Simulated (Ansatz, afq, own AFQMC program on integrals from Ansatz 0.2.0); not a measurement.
## CH5B, triplet in cc-pVDZ, levels against CCSDT(Q)

```xyz
7

B    -1.3397    0.0000    0.0000
H    -1.9364    1.0336    0.0000
H    -1.9364   -1.0336    0.0000
H    -0.0137    0.0000    0.0000
C     1.2523    0.0000    0.0000
H     1.6668    0.0000    0.9962
H     1.6668    0.0000   -0.9962
```

Basis cc-pVDZ. Only valence electrons are correlated. Ansatz 0.2.0 and our own AFQMC program on the same integrals; the CISD trial comes from CCSD amplitudes, and released means the phaseless constraint is let go. Error bars are statistical, one sigma.

Determinant: UHF, the one that the program's search chose, which needn't be the lowest solution. The geometry is a point of a scan.

No full CI on the walks' own integrals is used here; CCSDT(Q) serves as the reference and is uncertain by about the last step of the cluster series.

Cautions: lower spins were not checked.

* T1 diagnostic: 0.0115
* weight of the determinant in the CISD state: 0.892
* ⟨S²⟩ of the determinant: 2.033
* size of the correlated space: 12 electrons in 51 orbitals

```json
{"level": "MP2", "correlation energy (eV)": "-5.5510"}
{"level": "CCSD", "correlation energy (eV)": "-6.7389"}
{"level": "CCSD(T)", "correlation energy (eV)": "-6.8753"}
```

Question: Estimate where phaseless AFQMC with a CISD trial lies against CCSD(T) on the same integrals.

Answer: 3.0 ± 0.3 kJ/mol below CCSD(T).

Reference: CCSDT(Q), correlation energy -6.907 eV. The released energy is read at 2.40 1/Eh (meV from the phaseless value at times in 1/Eh: 2 ± 3 at 0.24, 0.2 ± 1.7 at 0.51, -0.3 ± 2.5 at 0.99, -1.7 ± 2.2 at 1.62, -3.3 ± 2.3 at 2.40).

```csv
level,E − E(reference) (kJ/mol),share of correlation (%)
CCSD(T),3.1,99.53
CCSDT,0.6,99.91
ph-AFQMC/CISD,0.1 ± 0.3,99.99
released AFQMC,-0.2 ± 0.2,100.04
```

A walk keeps the symmetry of its determinant, which the program's search chose and which needn't be the lowest solution, so a lower state of the same spin and another symmetry isn't excluded. Released energies are given only where the last usable release times agree within the noise; a slower fall can still hide under it.
